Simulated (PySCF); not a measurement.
**Relaxation of quartet Na3**

Computed with UPBE/[Na def2-TZVP], no relativity, density fitting, PySCF. A (50,194) grid was used.

A hand-made linear chain start, of D∞h symmetry, held to at least that symmetry:

```xyz
3
charge 0 multiplicity 4, angstrom
Na    0.0000    0.0000    0.0000
Na    0.0000    0.0000    3.1806
Na    0.0000    0.0000   -3.1806
```

**Question.** What does it relax to?

**Answer.** It ends at D∞h with no bonded pair. The molecule has come apart into Na + Na + Na. A frequency run shows a minimum.

**Question.** How much energy is released, and in how many steps?

**Answer.** 40.4 kJ/mol in 8 steps.

At this level a doublet minimum of C2v symmetry lies 104 kJ/mol below this structure.

The relaxation took 5.8 s on 4 threads of a shared Arm Neoverse V1 host, with 96 basis functions and 9 gradients; the process peaked at 0.47 GiB. Launch command: `OMP_NUM_THREADS=4 python axn.py task.json out`.
